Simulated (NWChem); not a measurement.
# Extrapolating the CCSD correlation energy of methanol (CH$_{4}$O)

```
C
H 1 1.1011
O 1 1.4071 2 107.60
H 3 0.9652 1 108.20 2 180.00
H 1 1.1092 2 107.33 3 -122.20
H 1 1.1092 2 107.33 5 -115.60
```
Charge 0, spin multiplicity 1.

All runs are NWChem calculations. All single points use one geometry, from B3LYP/def2-SVP, a minimum by its harmonic frequencies.

The correlated methods keep 2 core orbitals frozen. Coupled-cluster values serve here as a point of comparison, not as the truth.

Worked example. The CCSD correlation energy is -364.03 mHa in cc-pVDZ and -447.21 mHa in cc-pVTZ. The form E(X) = E∞ + A/X³ turns the pair into an estimate of the basis-set limit.

E∞ = (3³·(-447.21) − 2³·(-364.03))/(3³ − 2³) = -482.2 mHa. The larger basis holds 93 % of that. This is a two-point estimate, and a rough one from so small a pair.
